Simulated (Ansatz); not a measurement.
C6H6O, charge -1, doublet, geometry from GFN2-xTB (a state made from the parent by changing its charge; the spin is typed, not shown lowest) (a gas-phase anion, which may not be bound at this level); BLYP/3-21G run with Ansatz (an electronic-structure program).

Input for Ansatz:
Ansatz 0.2 input:
```yaml
crystal:
  periodic: [false, false, false]
  atoms:
    - {symbol: O, position_ang: [2.30324766, -0.29044936, -0.28643210]}
    - {symbol: C, position_ang: [0.91161207, -0.12210984, -0.11657696]}
    - {symbol: C, position_ang: [0.08230356, -1.14396439, -0.51884983]}
    - {symbol: C, position_ang: [-1.35179185, -0.97435132, -0.34554535]}
    - {symbol: C, position_ang: [-1.82996128, 0.19529056, 0.21165716]}
    - {symbol: C, position_ang: [-0.99354446, 1.21468726, 0.61234545]}
    - {symbol: C, position_ang: [0.44236935, 1.05263351, 0.44230941]}
    - {symbol: H, position_ang: [2.70457944, 0.51868873, 0.04940787]}
    - {symbol: H, position_ang: [0.48497307, -2.04922457, -0.95231280]}
    - {symbol: H, position_ang: [-2.02104399, -1.76934461, -0.65687925]}
    - {symbol: H, position_ang: [-2.90810189, 0.31686675, 0.33928197]}
    - {symbol: H, position_ang: [-1.37718144, 2.13113254, 1.04953689]}
    - {symbol: H, position_ang: [1.12486915, 1.84236136, 0.75038290]}
basis:
  gaussian:
    orbitals: 3-21G.json
hamiltonian:
  xc: blyp
total_charge: -1
magnetization: {spin_polarized: false, initial_magnetization: 1}
```
The basis file holds 3-21G in the JSON format of the Basis Set Exchange.

What the program printed (banner, timings and long lists left out):

```
Functional definition: BLYP
983 factors; integrals over basis functions are off by at most 9.5e-4 eV
mean field evaluation 1: about -8308.1732 eV, gradient 5.1e1 eV
mean field evaluation 2: about -8308.0773 eV, gradient 5.1e1 eV
mean field evaluation 4: about -8310.9226 eV, gradient 3.9e1 eV
mean field evaluation 8: about -8314.7139 eV, gradient 1.4e0 eV
mean field evaluation 16: about -8314.7163 eV, gradient 1.8e-3 eV
mean field evaluation 32: about -8312.5549 eV, gradient 9.7e-2 eV
mean field evaluation 64: about -8313.9101 eV, gradient 8.6e0 eV
mean field -8314.71632437 eV, -305.5601890036 hartree, gradient 3.2e-5 eV, S^2 0.750000; 7 other end points of the search recorded, 0 dependent functions left out
reference -8314.71658811 eV, -305.5601986955 hartree; 26, 25 occupied and 49, 50 virtual orbitals, 983 factors
Total energy: -8314.71658811 eV, -305.5601986955 hartree
```
